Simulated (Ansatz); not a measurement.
Two shapes of singlet Si2C.

Shape 1:

```xyz
3

Si    0.0000    0.2668   -1.6498
C     0.0000   -0.5336    0.0000
Si    0.0000    0.2668    1.6498
```

Shape 2:

```xyz
3

Si   -0.0043    0.2812   -1.5638
C     0.0166   -0.4605   -0.0331
Si   -0.0006    0.2220    1.4843
```

Basis set: def2-SVP (spherical functions). Correlated methods keep 11 orbitals frozen. Charge 0, multiplicity 1.

Computed with Ansatz (development build ahead of 0.2.0); each method stands on the lowest determinant of its kind that the runs found.

Problem. Which shape is lower in energy, and by how much in each method?

Solution.

| method | E(2) − E(1) (eV) |
| --- | --- |
| RHF | -0.784 |
| UHF | -0.783 |
| RHF-MP2 | -0.376 |
| UHF-MP2 | -0.449 |
| UHF-CCSD(T) | -0.382 |

Shape 2 is lower.
